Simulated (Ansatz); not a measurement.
# C2H4N2O: a ladder of functionals and wavefunction methods

How much do the methods differ for C2H4N2O? The plan is to run it at one geometry with functionals of several rungs and with coupled cluster, and see how far each lands from CCSD(T) at the basis-set limit for the atomisation energy.

Computed with Ansatz 0.2.0, Gaussian basis. Level: functionals in def2-TZVPP, the program's frozen cores in correlated methods.

Levels to be run: LDA (SPW92), PBE-D4, revPBE-D4, BLYP-D4, r2SCAN-D4, B97M-V, PBE0-D4, B3LYP-D4, r2SCANh-D4, r2SCAN0-D4, HSE06-D4, BHLYP-D4, CAM-B3LYP-D4, LC-ωPBE, ωB97X-V, ωB97M-V, B2PLYP, PBE-QIDH; CCSD(T)/def2-SVP; CCSD(T)/def2-TZVPP; MP2/def2-QZVPP; extrapolation to the limit; RPA on PBE.

## 1. The geometry

The geometry comes from an earlier relaxation with PBE0-D4 in a triple-zeta def2 set; it is a stationary point, not always the lowest conformer.

SMILES `C=NC(=N)O`, 9 atoms, charge 0, spin multiplicity 1.

Atoms are counted from 1 here; the program's logs count them from 0.

Bond lengths: C1–N2 1.266 Å, C1–H6 1.092 Å, C1–H7 1.089 Å, N2–C3 1.403 Å, C3–N4 1.262 Å, C3–O5 1.345 Å, N4–H8 1.016 Å, O5–H9 0.965 Å. Angles: N2–C1–H6 123.7°, N2–C1–H7 118.1°, H6–C1–H7 118.2°, C1–N2–C3 118.6°, N2–C3–N4 123.4°, N2–C3–O5 116.0°, N4–C3–O5 120.6°, C3–N4–H8 109.2°, C3–O5–H9 106.0°.

## 2. LDA

This LDA is Slater exchange with PW92 correlation.

File in.yaml:

```yaml
crystal:
  periodic: [false, false, false]
  atoms:
    - {symbol: C, position_ang: [0.202319, 1.255164, -0.979304]}
    - {symbol: N, position_ang: [0.227141, -0.007977, -0.903636]}
    - {symbol: C, position_ang: [-0.049072, -0.613524, 0.331983]}
    - {symbol: N, position_ang: [-0.057165, -1.863436, 0.507780]}
    - {symbol: O, position_ang: [-0.312815, 0.223002, 1.351874]}
    - {symbol: H, position_ang: [-0.023007, 1.908212, -0.133864]}
    - {symbol: H, position_ang: [0.417776, 1.714834, -1.942382]}
    - {symbol: H, position_ang: [0.163199, -2.325220, -0.369559]}
    - {symbol: H, position_ang: [-0.479775, -0.337354, 2.119909]}
basis:
  gaussian: {orbitals: def2-TZVPP}
hamiltonian: {xc: lda}
output: {orbitals: {seedname: orbitals}}
```

The run is started by

```
$ ansatz run in.yaml --threads 2 --pin off --events-out ev --progress --plain --max-ram 4352MiB
```

Further steps of the session: PBE-D4 (GGA); revPBE-D4 (GGA); BLYP-D4 (GGA); r2SCAN-D4 (meta-GGA); B97M-V (meta-GGA); PBE0-D4 (hybrid); B3LYP-D4 (hybrid); r2SCANh-D4 (hybrid); r2SCAN0-D4 (hybrid); HSE06-D4 (hybrid); BHLYP-D4 (hybrid); CAM-B3LYP-D4 (range-separated); LC-ωPBE (range-separated); ωB97X-V (range-separated); ωB97M-V (range-separated); B2PLYP (double hybrid); PBE-QIDH (double hybrid); CCSD(T) in def2-SVP; CCSD(T) in def2-TZVPP; MP2 in def2-QZVPP; RPA on PBE orbitals.

Before running them: what should the planned runs give, taken together? Wanted: atomisation energy, CCSD(T)/CBS; farthest beyond LDA; mean size of error, GGA; mean size of error, meta-GGA; mean size of error, hybrid; mean size of error, range-separated; mean size of error, double hybrid; gap, smallest and largest; T1 diagnostic.

As calculated:

| quantity | value |
| --- | --- |
| atomisation energy, CCSD(T)/CBS | 3664.9 kJ/mol |
| functionals within 18.3 kJ/mol (0.5 %) | r2SCAN-D4, B97M-V, LC-ωPBE, B2PLYP |
| farthest beyond LDA | PBE-D4 (+186.7 kJ/mol) |
| mean size of error, GGA | 110.3 kJ/mol |
| mean size of error, meta-GGA | 11.2 kJ/mol |
| mean size of error, hybrid | 69.0 kJ/mol |
| mean size of error, range-separated | 26.2 kJ/mol |
| mean size of error, double hybrid | 25.9 kJ/mol |
| gap, smallest and largest | 3.76 eV (LDA (SPW92)), 11.45 eV (LC-ωPBE) |
| T1 diagnostic | 0.0149 |
| triples share of the correlation energy | 4.4 % |

LDA overbinds by 706.5 kJ/mol (19 %). PBE-D4 is off by +186.7 kJ/mol. Double hybrids carry the basis error of their MP2 part in triple zeta, and no dispersion term here, so their miss is partly the set-up's. By mean error the best rung here is meta-GGA (11.2 kJ/mol) and the worst beyond LDA is GGA (110.3 kJ/mol). The reference freezes the cores and leaves out relativity and excitations past (T), so misses under about 18.3 kJ/mol can't be ranked. Hartree-Fock recovers 65 % of the binding; the rest is correlation. CCSD(T) in def2-SVP is off by -221.2 kJ/mol, so the small basis spoils what the method gains. The gap grows from 3.8 to 11.5 eV across the functionals, mostly with the share of exact exchange. The restricted reference is unstable towards a spin-broken one.
